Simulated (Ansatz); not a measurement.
We consider anatase TiO2 (metastable phase), described by PBEsol-D3(BJ) (Ansatz, a first-principles code, plane waves, PAW).

Settings: plane-wave cutoff 520 eV, 12×12×12 k mesh, Fermi–Dirac smearing 0.01 eV, no spin polarisation, scalar-relativistic PAW data made under PBE.

Energies at three volumes about the minimum:

```csv
V (Å³/atom),E − E_lowest (meV/atom)
10.915,2.58
11.138,0.00
11.361,2.46
```

Problem. Fit a parabola by hand: where is the minimum, and what is the bulk modulus?

Solution. Slopes: (0.00 − 2.58)/(11.138 − 10.915) = -11.570 and (2.46 − 0.00)/(11.361 − 11.138) = 11.031 meV/Å³. Curvature E″ = 2 × (11.031 − (-11.570))/(11.361 − 10.915) = 101.350 meV/Å⁶. From the middle of the first interval, the slope vanishes at V0 = 11.0265 − (-11.570)/101.350 = 11.141 Å³/atom. B = V0 E″ = 11.141 × 101.350 meV/Å³ × 0.1602 GPa per meV/Å³ = 181 GPa. The full Birch–Murnaghan fit to all volumes gives V0 = 11.139 Å³/atom and B0 = 181 GPa.

Shape and atoms are relaxed at each volume.
